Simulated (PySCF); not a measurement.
First SCF of a structure search on singlet HBS, at a hand-made linear geometry. PySCF input:

```python
from pyscf import gto, scf, dft
mol = gto.M(atom='''
B      0.000000     0.000000     0.000000
S      0.000000     0.000000    -1.720000
H      0.000000     0.000000     1.170000''',
    basis={'B': 'def2-TZVP', 'S': 'def2-TZVP', 'H': 'def2-TZVP'},
    charge=0, spin=0)
mf = dft.RKS(mol, xc='B3LYP')
mf.grids.atom_grid = (50, 194)
aux = {'B': 'def2-universal-JKFIT', 'S': 'def2-universal-JKFIT', 'H': 'def2-universal-JKFIT'}
mf = mf.density_fit(auxbasis=aux)
mf.conv_tol = 1e-08
mf.diis_space = 10
mf.max_cycle = 60
mf.init_guess = 'minao'
mf.verbose = 4
mf.kernel()
```

Excerpt of the output (cycles and frontier levels):

```
init E= -423.645037189036
  HOMO = -0.318696935892332  LUMO = -0.0916221659977863  gap/eV = 6.17902
cycle= 1 E= -423.652357135461  delta_E= -0.00732  |g|= 0.282  |ddm|= 1.38
  HOMO = -0.252813955606428  LUMO = -0.0669089915541801  gap/eV = 5.05873
cycle= 2 E= -423.448187178609  delta_E= 0.204  |g|= 0.846  |ddm|= 0.812
  HOMO = -0.276738084954963  LUMO = -0.0593445791022019  gap/eV = 5.91558
cycle= 3 E= -423.682797417277  delta_E= -0.235  |g|= 0.0557  |ddm|= 0.558
  HOMO = -0.292606044850354  LUMO = -0.0697913414575033  gap/eV = 6.06310
cycle= 4 E= -423.683457402868  delta_E= -0.00066  |g|= 0.0294  |ddm|= 0.0709
  HOMO = -0.290958777402942  LUMO = -0.0671431079446022  gap/eV = 6.09033
cycle= 5 E= -423.683748997227  delta_E= -0.000292  |g|= 0.00138  |ddm|= 0.0218
  HOMO = -0.290845227129105  LUMO = -0.0667830852395  gap/eV = 6.09704
cycle= 6 E= -423.683749597761  delta_E= -6.01e-07  |g|= 0.000377  |ddm|= 0.00171
  HOMO = -0.290914189779048  LUMO = -0.0668713006242096  gap/eV = 6.09652
cycle= 7 E= -423.683749631173  delta_E= -3.34e-08  |g|= 6.95e-05  |ddm|= 0.000399
  HOMO = -0.290910260643552  LUMO = -0.0668742546759428  gap/eV = 6.09633
cycle= 8 E= -423.683749632742  delta_E= -1.57e-09  |g|= 3.78e-06  |ddm|= 5.31e-05
  HOMO = -0.290909475611305  LUMO = -0.0668738577783301  gap/eV = 6.09632
Extra cycle  E= -423.683749632746  delta_E= -3.52e-12  |g|= 2.29e-06  |ddm|= 6.55e-06
converged SCF energy = -423.683749632746
```

No lower solution of this spin was found by a stability analysis within the restricted form, which does not test spin polarisation.

The search for the lowest solution, with the stability check, took 1.5 s on 2 threads of a shared Arm Neoverse V1 host, with 74 basis functions; the process peaked at 0.28 GiB.
